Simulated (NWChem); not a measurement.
Program: NWChem. System: H₄Si, charge 0, spin multiplicity 1, at a geometry optimised with PBE0/def2-SVP. The structure started from a generated list of species. Level: CCSDT/cc-pVDZ, 5 core orbitals frozen.

Job file:

```
start mol
memory heap 100 mb stack 700 mb global 1900 mb
geometry units angstroms nocenter noautoz
  Si     0.000000     0.000000    -0.000000
  H      1.218746     0.000000     0.861824
  H     -1.218746     0.000000     0.861824
  H      0.000000    -1.218745    -0.861823
  H      0.000000     1.218745    -0.861823
  symmetry group C2v
end
basis spherical
  * library cc-pvdz
end
scf
  rhf
  nopen 0
  maxiter 100
  thresh 1e-7
  semidirect memsize 60000000 filesize 0
end
tce
  freeze core 5
  ccsdt
  2eorb
  2emet 13
  thresh 1e-6
  maxiter 100
  tilesize 24
end
task tce energy
```

Part of the output:

```
             Northwest Computational Chemistry Package (NWChem) 7.3.0
             --------------------------------------------------------

                                NWChem Input Module
                                -------------------

 Scaling coordinates for geometry "geometry" by  1.889725989
 (inverse scale =  0.529177249)

 Turning off AUTOSYM since
 SYMMETRY directive was detected!

                             Geometry "geometry" -> ""
                             -------------------------

 Output coordinates in angstroms (scale by  1.889725989 to convert to a.u.)

  No.       Tag          Charge          X              Y              Z
 ---- ---------------- ---------- -------------- -------------- --------------
    1 Si                  14.0000     0.00000000     0.00000000     0.00000000
    2 H                    1.0000     1.21874600     0.00000000     0.86182400
    3 H                    1.0000    -1.21874600     0.00000000     0.86182400
    4 H                    1.0000     0.00000000    -1.21874500    -0.86182300
    5 H                    1.0000     0.00000000     1.21874500    -0.86182300

 Effective nuclear repulsion energy (a.u.)      21.1554661136

            Nuclear Dipole moment (a.u.)
            ----------------------------
        X                 Y               Z
 ---------------- ---------------- ----------------
     0.0000000000     0.0000000000     0.0000037795

      Symmetry information
      --------------------

 Group name             C2v
 Group number             16
 Group order               4
 No. of unique centers     3

      Symmetry unique atoms

     1    2    4


 Summary of "ao basis" -> "" (spherical)
 ------------------------------------------------------------------------------
       Tag                 Description            Shells   Functions and Types
 ---------------- ------------------------------  ------  ---------------------
 *                          cc-pvdz                   on all atoms

 Summary of "ao basis" -> "ao basis" (spherical)
 ------------------------------------------------------------------------------
[...]
     2   0 1 1      0.000000      0.000000      0.000000
     2   0 0 2    -12.589531      0.000000     10.609486

                   NWChem Extensible Many-Electron Theory Module
                   ---------------------------------------------


            General Information
            -------------------
      Number of processors :     1
         Wavefunction type : Restricted Hartree-Fock
          No. of electrons :    18
           Alpha electrons :     9
            Beta electrons :     9
           No. of orbitals :    76
            Alpha orbitals :    38
             Beta orbitals :    38
        Alpha frozen cores :     5
         Beta frozen cores :     5
     Alpha frozen virtuals :     0
      Beta frozen virtuals :     0
         Spin multiplicity : singlet
    Number of AO functions :    38
       Number of AO shells :    20
        Use of symmetry is : on
      Symmetry adaption is : on
         Schwarz screening : 0.10D-09

          Correlation Information
          -----------------------
          Calculation type : Coupled-cluster singles, doubles, & triples
   Perturbative correction : none
            Max iterations :      100
        Residual threshold : 0.10D-05
     T(0) DIIS level shift : 0.00D+00
     L(0) DIIS level shift : 0.00D+00
     T(1) DIIS level shift : 0.00D+00
     L(1) DIIS level shift : 0.00D+00
     T(R) DIIS level shift : 0.00D+00
     T(I) DIIS level shift : 0.00D+00
   CC-T/L Amplitude update :  5-th order DIIS
                I/O scheme : Global Array Library
        L-threshold :  0.10D-05
        EOM-threshold :  0.10D-05
 no EOMCCSD initial starts read in
 TCE RESTART OPTIONS
 SLICE:      F
 D4D5:       F
 quantumc:   F
 qrotation:  F
 pwtce:      F
 qducc:      F
 nacto:                         0
 nrotv:                         0
 nrot:                          0

            Memory Information
            ------------------
          Available GA space size is     249035356 doubles
          Available MA space size is     104855004 doubles

 Maximum block size supplied by input
 Maximum block size        24 doubles

 tile_dim =     12

 -------------------------------------------------

 Global array virtual files algorithm will be used

 Parallel file system coherency ......... OK

 4-electron integrals stored in orbital form

 v2    file size   =            90548
 4-index algorithm nr.  13 is used
 imaxsize =       30
 imaxsize ichop =        0
 IN MAPPING 1 for UCC(4),CCSDT,CCSDTQ


 CCSDT iterations
 --------------------------------------------------------
 Iter          Residuum       Correlation     Cpu    Wall
 --------------------------------------------------------
    1   0.2020436217163  -0.1164185960059     1.9     1.9
    2   0.0776665018089  -0.1393404793470     1.9     1.9
    3   0.0359549453161  -0.1465172735396     2.3     2.3
    4   0.0168396580978  -0.1488659363500     2.0     2.0
    5   0.0084950307219  -0.1497976200138     1.8     1.8
    6   0.0014478193100  -0.1505000080651     1.6     1.6
    7   0.0005567029173  -0.1505328928470     2.1     2.1
    8   0.0002715869106  -0.1505363050082     2.1     2.1
    9   0.0001450263305  -0.1505391717302     1.7     1.7
   10   0.0000817059500  -0.1505408728425     1.6     1.6
   11   0.0000144169895  -0.1505430465497     1.7     1.7
   12   0.0000051823893  -0.1505434960256     1.7     1.7
   13   0.0000026507902  -0.1505437265794     1.7     1.7
   14   0.0000013723087  -0.1505438025390     1.7     1.7
   15   0.0000007497241  -0.1505438380073     1.6     1.6
 --------------------------------------------------------
 Iterations converged
 CCSDT correlation energy / hartree =        -0.150543838007268
 CCSDT total energy / hartree       =      -291.393392395448814

 Singles contributions

 Doubles contributions

 Task  times  cpu:       30.1s     wall:       30.1s

 Total times  cpu:       30.1s     wall:       30.1s
```
